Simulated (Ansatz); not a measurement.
in.yaml

```yaml
crystal:
  periodic: [false, false, false]
  atoms:
    - {symbol: Al, position_ang: [0.000000, 0.000000, 0.034778]}
    - {symbol: O, position_ang: [0.000000, 0.000000, 1.498778]}
    - {symbol: H, position_ang: [0.000000, 0.000000, -1.533557]}
basis:
  gaussian: {orbitals: 6-31G}
hamiltonian: {xc: {name: B2PLYP}}
correlation: {electrons: outside_noble_gas}
```

```sh
$ ansatz run in.yaml --threads 1 --pin off --events-out ev --progress --plain --max-ram 2393MiB
```

Log:

```
250 factors; integrals over basis functions are off by at most 1.0e-4 eV
mean field evaluation 1: about -8640.5739 eV, gradient 6.3e1 eV
mean field evaluation 2: about -8640.5776 eV, gradient 6.3e1 eV
mean field evaluation 4: about -8649.1985 eV, gradient 6.2e0 eV
mean field evaluation 8: about -8649.4116 eV, gradient 1.6e-1 eV
mean field evaluation 16: about -8649.4117 eV, gradient 4.0e-7 eV
mean field evaluation 32: about -8633.7251 eV, gradient 1.4e1 eV
mean field -8649.41168145 eV, -317.8600165115 hartree, gradient 6.8e-7 eV, S^2 0.000000; 0 other end points of the search recorded, 0 dependent functions left out
6 core orbitals not correlated: weight in the atoms' cores, before any rotation towards them, 0.999 or more for the frozen orbitals, at most 0.000 for the correlated occupied ones
reference -8649.41181052 eV, -317.8600212547 hartree; 5, 5 occupied and 13, 13 virtual orbitals, 250 factors
second order -6.89855256 eV of doubles, -0.00000000 eV of singles
Total energy: -8651.27441971 eV, -317.9284708800 hartree
```

Ran on 1 thread of Arm Neoverse V1, shared host: 0.63 s wall, 0.14 GiB peak host memory.
